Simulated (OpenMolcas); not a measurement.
**How basis sets differ on C2H2FP (SMILES FC1=CP1)**

The species is C2H2FP (6 atoms), meant as a singlet with charge 0. As SMILES, `FC1=CP1`. The coordinates come from a GFN2-xTB relaxation.

Quantity: the dipole moment, in D. The values are calculated.

```
          level          kind     program  value (D)  CPU time
      HF/STO-3G  Hartree–Fock  OpenMolcas       0.70     2.4 s
       HF/3-21G  Hartree–Fock  OpenMolcas       1.42     2.9 s
    HF/def2-SVP  Hartree–Fock  OpenMolcas       1.36     6.5 s
HF/Ahlrichs_VTZ  Hartree–Fock  OpenMolcas       1.80      14 s
```

The values span 0.70 to 1.80 D. Magnitudes only: a small dipole may point the other way at some levels. Sets without polarisation functions give poor dipoles. Times are those of the runs behind each value, whatever else they computed, on shared processors of several kinds: orders of magnitude only.
